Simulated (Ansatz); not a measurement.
Geometry optimisation, RKS B3LYP-D4/def2-SVP (Ansatz 0.2.0).

Input:

```yaml
crystal:
  periodic: [false, false, false]
  atoms:
    - { symbol: C, position_ang: [-0.6711, -0.6257, 0.5365] }
    - { symbol: C, position_ang: [0.4892, -0.876, 0.4901] }
    - { symbol: C, position_ang: [-0.0017, 0.4858, -0.5429] }
    - { symbol: "N", position_ang: [-1.4438, 0.1475, 0.1106] }
    - { symbol: H, position_ang: [1.2865, -1.0371, 1.1931] }
    - { symbol: H, position_ang: [0.3477, 1.505, -0.2205] }
    - { symbol: H, position_ang: [-1.20146, -1.51118, 0.88685] }
basis:
  gaussian: { orbitals: def2-SVP }
hamiltonian:
  xc: b3lyp
  dispersion: d4
relax:
  f_tol: 0.02
  max_steps: 50
output:
  orbitals: {}
```

Command:

```bash
$ ansatz run input.yaml --threads 1 --pin off --max-ram 2048MiB --backend cpu --events-out ev --progress --plain --runs-dir out
```

Task: Where does it end, and by what steps?

Result: It converged. After 18 steps the energy has fallen by 7.604 eV; C3 moved furthest, 0.43 Å. The start is strongly strained (largest force component 13 eV/Å), so its close contacts needn't be bonds. Parted: C1–C3.

```
step  energy less start (eV)  largest force component (eV/Å)  accepted
   0                  0.0000                          13.440       yes
   1                 -2.9057                           4.989       yes
   2                 -4.8168                           5.621       yes
   3                 -6.1242                           4.295       yes
   4                 -6.6174                           3.204       yes
   5                 -7.0110                           1.043       yes
   6                 -7.0738                           0.985       yes
   7                 -7.1163                           0.852       yes
   8                 -7.1825                           1.189       yes
   9                 -7.2830                           1.373       yes
  10                 -7.3966                           1.308       yes
  11                 -7.5473                           0.697       yes
  12                 -7.4715                           2.565        no
  13                 -7.5831                           0.500       yes
  14                 -7.5978                           0.346       yes
  15                 -7.6031                           0.158       yes
  16                 -7.6037                           0.057       yes
  17                 -7.6038                           0.039       yes
  18                 -7.6039                           0.011       yes
```

```xyz
7
Properties=species:S:1:pos:R:3
C -0.811 -0.953 0.660
C 0.484 -0.628 0.620
C -0.020 0.632 -0.137
N -1.263 0.326 -0.102
H 1.426 -1.058 0.962
H 0.439 1.526 -0.585
H -1.450 -1.755 1.036
```

Whether the end is a true minimum wasn't checked by a vibrational analysis.

The run took 29 s on 1 thread of Intel(R) Xeon(R) Platinum 8488C (Sapphire Rapids) (shared host), peak memory 0.16 GiB.
